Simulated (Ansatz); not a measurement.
Geometry optimisation, RKS B3LYP-D4/6-31G* in Ansatz 0.2.0.

The input (input.yaml):

```yaml
crystal:
  periodic: [false, false, false]
  atoms:
    - { symbol: O, position_ang: [-0.055, -2.4922, -0.1532] }
    - { symbol: C, position_ang: [-0.0067, -1.291, 0.0047] }
    - { symbol: C, position_ang: [0.0892, -0.0121, 0.2036] }
    - { symbol: S, position_ang: [-0.4593, 1.1333, -0.9045] }
    - { symbol: H, position_ang: [0.6423, 0.3282, 1.0835] }
    - { symbol: H, position_ang: [-0.9169, 0.40498, 0.15983] }
basis:
  gaussian: { orbitals: "6-31G*" }
hamiltonian:
  xc: b3lyp
  dispersion: d4
relax:
  f_tol: 0.02
  max_steps: 50
output:
  orbitals: {}
```

Command:

```bash
$ ansatz run input.yaml --threads 1 --pin off --max-ram 2048MiB --backend cpu --events-out ev --progress --plain --runs-dir out
```

Task: Where does it end, and by what steps?

Result: The forces met the threshold. After 18 steps the energy has fallen by 3.093 eV; H6 moved furthest, 1.10 Å. Parted: C3–H6.

```tsv
step	energy less start (eV)	largest force component (eV/Å)	accepted
0	0.0000	6.995	yes
1	-0.9066	2.754	yes
2	-1.2449	0.880	yes
3	-1.2757	0.496	yes
4	-1.3459	1.192	yes
5	-1.5082	2.556	yes
6	-2.0822	2.715	yes
7	-2.2690	2.407	yes
8	-2.8098	2.482	yes
9	-3.0485	0.662	yes
10	-3.0280	0.763	no
11	-3.0755	0.238	yes
12	-3.0847	0.202	yes
13	-3.0898	0.135	yes
14	-3.0921	0.095	yes
15	-3.0929	0.051	yes
16	-3.0930	0.021	yes
17	-3.0930	0.024	yes
18	-3.0931	0.001	yes
```

```xyz
6
Properties=species:S:1:pos:R:3
O 0.097 -2.600 -0.196
C 0.192 -1.462 0.049
C 0.288 -0.169 0.307
S -0.535 0.956 -0.797
H 0.921 0.177 1.116
H -1.670 1.169 -0.085
```

Run time: 49 s on 1 thread of Arm Neoverse V1, with other jobs on the host, peak memory 0.13 GiB.
